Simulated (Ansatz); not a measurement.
Isomers

Structures of Si$_{2}$H$_{3}$O, doublet, relaxed at PBE0-D4/def2-TZVP (vibrations not checked; lower isomers may exist, and structures with a doubtful reference or unclear bonds are left out). Computed with Ansatz 0.2.0 (basis: def2-TZVPP); correlated methods freeze the cores; orbitals are unrestricted. B3LYP uses VWN-RPA correlation.

(1) Rank them by CCSD(T) energy, lowest first, and give each one's height above the lowest. Links in brackets join atoms within 1.22 times the sum of their covalent radii (1.1 for two metals). (To be estimated.)
A.
Si₂H₃O ([Si][O][SiH3])
```
6
angstrom
O 0.4372 -0.7489 -0.7366
Si 0.9980 -2.0775 0.0460
Si -0.3603 0.6911 -0.6016
H -1.5648 0.6408 -1.4646
H 0.5460 1.7717 -1.0585
H -0.7572 0.9247 0.8111
```
B.
Si₂H₃O ([O][SiH][SiH2])
```
6
angstrom
O 0.1467 -2.4103 1.3103
Si 0.8726 -1.5476 0.2857
Si -0.0073 0.3587 -0.5883
H -1.4391 0.6807 -0.4059
H 0.6232 0.9890 -1.7726
H 2.2633 -1.8027 -0.1865
```
C.
Si₂H₃O ([OH][SiH][SiH])
```
6
angstrom
O -1.3560 -0.0264 -1.0722
Si 0.0805 0.1222 -0.2951
Si 0.5162 -0.4715 1.8406
H -2.0780 -0.4037 -0.5626
H 0.9370 0.7232 -1.3560
H 1.9003 0.0562 1.4455
```

(2) Do PBE-D4, r2SCAN-D4, PBE0-D4, B3LYP-D4, wB97M-V, HF, MP2 give the same order? (Judge from chemistry; the calculation decides.)

No T1 diagnostic of these runs exceeds 0.023. ⟨S²⟩ of the unrestricted Hartree–Fock references: 0.77 to 0.78 (a pure state has 0.75).

For scale, one of the runs: CCSD(T)/def2-TZVPP, 157 basis functions, launched by `ansatz run in.yaml --threads 2 --pin off --events-out ev --progress --plain --max-ram 4352MiB`. Hardware: 2 CPU threads of an Arm Neoverse V1, shared host. Wall time 63 s; peak host memory 2.4 GiB.

Answers

(1) By the calculation: A (0.000 eV), C (1.284 eV), B (1.536 eV). Heights count from the lowest.

(2) The calculation gives: All do.
